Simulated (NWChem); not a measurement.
The standard entropy of BNH2Cl (SMILES N[B]Cl) from a frequency calculation

A doublet with charge 0, relaxed at UHF/3-21G (NWChem 7.3.0):

```xyz
5

N     0.1750    1.6838    0.0000
B    -0.6232    0.5508    0.0000
Cl    0.0680   -1.1410    0.0000
H    -0.2216    2.6031    0.0000
H     1.1786    1.6597    0.0000
```

Harmonic wavenumbers in cm⁻¹: 341, 572, 626, 828, 1117, 1427, 1806, 3706, 3809.

Masses in u: N 14.007, B 10.81, Cl 35.45, H 1.008. Take T = 298.15 K, p = 1 bar, R = 8.3145 J/(mol K), kT/hc = 207.22 cm⁻¹, rigid rotor and harmonic oscillator.

**Question.** Compute the standard molar entropy.

**Answer.** 
1. Translation (Sackur–Tetrode): S = R[3/2 ln M + 5/2 ln T − 1.1517] with M = 62.283 gives 160.4 J/(mol K).
2. Rotation: principal moments 6.216, 98.060, 104.276 u Å² give A, B, C = 2.712, 0.1719, 0.1617 cm⁻¹; the symmetry number is σ = 1; q = (√π/σ)√((kT/hc)³/ABC) = 19257; S = R(ln q + 3/2) = 94.5.
3. Vibration: with u = ν̃/207.22, each mode gives R[u/(eᵘ − 1) − ln(1 − e⁻ᵘ)]; the sum is 9.9, most from 341 cm⁻¹ (5.1), 572 cm⁻¹ (2.1), 626 cm⁻¹ (1.7).
4. Electronic: R ln 2 = 5.8, from the spin multiplicity alone.
5. Sum: 160.4 + 94.5 + 9.9 + 5.8 = 270.6 J/(mol K).

No measured value is set beside it here.
